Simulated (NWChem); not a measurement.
**Ionisation of CH**

```
C
H 1 1.1343
```
Charge 0, spin multiplicity 2.

All runs are NWChem calculations. All single points use one geometry, from UPBE0/def2-SVP, a minimum by its harmonic frequencies.

Basis set: def2-TZVP. −ε marks an orbital energy of the parent.

B3LYP has NWChem's definition, with VWN1-RPA local correlation. This spin state was chosen for the runs; another may lie lower. The structure started from a generated list of species. The unpaired electrons of the parent sit in orbitals of symmetry b2 (C2v labels of the run); other states weren't searched. The stability of the SCF solutions was not checked.

Q: Order these methods by the first vertical ionisation energy they give, lowest first: −ε(alpha HOMO) of BP86, −ε(alpha HOMO) of B3LYP, −ε(alpha HOMO) of LDA (SVWN5), G0W0@PBE, G0W0@PBE0.

A: −ε(alpha HOMO) of LDA (SVWN5) (5.87 eV), −ε(alpha HOMO) of BP86 (5.98 eV), −ε(alpha HOMO) of B3LYP (7.14 eV), G0W0@PBE (9.79 eV), G0W0@PBE0 (10.28 eV)
